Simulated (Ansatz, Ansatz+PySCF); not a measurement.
```xyz
17

C    -0.0028    0.0056    0.0078
C     0.8878    0.8765    0.8894
C     0.8903   -0.8915   -0.8859
C    -0.8884    0.8753   -0.8818
C    -0.8823   -0.8843    0.8741
H     0.2736    1.5239    1.5350
H     1.5331    0.2821    1.5408
H     1.5240    1.5318    0.2770
H     0.2703   -1.5304   -1.5417
H     1.5391   -0.2693   -1.5395
H     1.5415   -1.5278   -0.2731
H    -1.5290    0.2780   -1.5420
H    -1.5382    1.5284   -0.2824
H    -0.2698    1.5402   -1.5389
H    -1.5274   -1.5328    0.2674
H    -0.2797   -1.5326    1.5425
H    -1.5340   -0.2843    1.5295
```

RHF-MP2 on singlet C5H12 was run in several spherical basis sets with Ansatz (development build ahead of 0.2.0). Frozen core: 5 orbitals.

Rank the basis sets by the total energy that they give, lowest first, with the distance from the lowest.
A. cc-pVDZ
B. def2-SVP
C. STO-3G
D. 6-31G(d)

A (0.00 eV), D (2.58 eV), B (4.14 eV), C (75.62 eV).

Totals follow the description of the cores as much as that of the bonds, so this order isn't one of quality for chemistry.
